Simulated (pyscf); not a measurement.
# Four-centre exchange: HO–P(OH)–OH + PH₃ → HO–P(OH)–O–PH₂ + H₂

Gas phase, singlet surface, charge 0. Bonds broken: O1–H5, P8–H9. Bonds formed: O1–P8, H5–H9. Structures and frequencies: ωB97X-D3(BJ)/def2-SVP in PySCF.

Transition state (Å):

```xyz
11

O     -0.7047     0.2035     0.7121
P     -1.4787    -0.9303    -0.2828
O     -0.3417    -2.0896    -0.3080
O     -1.1241    -0.2327    -1.7404
H     -0.0338     1.0766     0.3439
H      0.5005    -1.7982    -0.6900
H     -1.8849     0.2279    -2.1170
P     -1.6889     1.8596     1.1148
H     -0.0951     2.1539     0.4038
H     -2.3590     0.9496     2.0194
H     -1.1114     2.5639     2.2088
```

One imaginary mode, 1627i cm⁻¹; descent along it reached the two sides named, in the forms told below.

| bond | change | reactant side (Å) | saddle | product side |
|---|---|---|---|---|
| O1–H5 | breaks | 0.970 | 1.161 | 3.0 |
| P8–H9 | breaks | 1.421 | 1.770 | 4.1 |
| O1–P8 | forms | 3.2 | 1.968 | 1.683 |
| H5–H9 | forms | 3.2 | 1.081 | 0.761 |

Electronic energies relative to the separated reactants (kJ/mol):

| level | barrier | reaction energy | reverse barrier |
|---|---|---|---|
| ωB97X-D3(BJ)/def2-TZVP | 292.0 | +22.7 | 269.3 |
| PBE/def2-TZVP | 260.0 | +35.7 | 224.3 |
| r²SCAN/def2-TZVP | 274.4 | +30.6 | 243.9 |
| B3LYP-D3(BJ)/def2-TZVP | 281.5 | +24.5 | 257.1 |
| PBE0-D3(BJ)/def2-TZVP | 277.9 | +34.2 | 243.7 |
| M06-2X/def2-TZVP | 293.9 | +21.6 | 272.4 |
| ωB97M-D3(BJ)/def2-TZVP | 291.4 | +29.7 | 261.7 |
| HF/def2-TZVP | 393.3 | +42.5 | 350.9 |

With ωB97M-D3(BJ)/def2-TZVP energies and thermal terms (ideal gas, 1 atm, RRHO with modes under 100 cm⁻¹ raised to 100, one conformer, R ln 2 for chiral ones without a mode under 150 cm⁻¹), in kJ/mol:

| T (K) | ΔH‡ | ΔG‡ | ΔH | ΔG |
|---|---|---|---|---|
| 298 | 280.8 | 325.8 | +18.3 | +28.7 |
| 600 | 282.0 | 371.2 | +22.9 | +37.3 |
| 900 | 285.2 | 415.1 | +26.7 | +43.7 |
| 1200 | 289.1 | 457.8 | +29.6 | +48.9 |

On the reactant side the descent ends in a complex (not fully relaxed), 19.8 kJ/mol under the separated species and 311.8 kJ/mol under the saddle at ωB97X-D3(BJ)/def2-TZVP. One saddle was located; it need not be the lowest between these sides.
